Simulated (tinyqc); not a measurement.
The integration grid: Kohn-Sham PBE on finer and finer grids in the sto-3g basis, for H3O+, spin multiplicity 1. Computed by the program tinyqc with PySCF. Self-consistent on each grid; the net force on the molecule should vanish.

Geometry (angstrom):
```
atom        x        y       z
O      0.0000   0.0000  0.1900
H      1.0180   0.0000  0.0000
H     -0.5090   0.8810  0.0000
H     -0.5090  -0.8810  0.0000
```

Kohn-Sham energy on Becke grids (radial x angular points per atom):
```
grid       points  residual of the electron count  E (hartree)  E - finest (mhartree)  largest net force without grid terms (hartree/bohr)
10 x 14       556                       -2.84e-02   -75.485931             112.967159                                             3.42e-02
15 x 26      1554                        1.57e-03   -75.615132             -16.234114                                             2.29e-02
20 x 50      3992                       -9.00e-04   -75.598117               0.780582                                             1.70e-03
30 x 86     10308                       -2.61e-04   -75.598629               0.268456                                             1.64e-03
50 x 194    38742                       -3.35e-07   -75.598897               0.001061                                             1.06e-05
75 x 302    90495                        5.39e-07   -75.598898              -0.000164                                             4.76e-06
120 x 590  282879                        1.84e-08   -75.598898               0.000000                                             3.35e-07
```

What does the comparison show, and why?

The energy is within 0.1 mhartree of the finest grid first at 50 x 194. The error has both signs, since quadrature is not variational. The electron count and the net force are cheap signs of a poor grid.
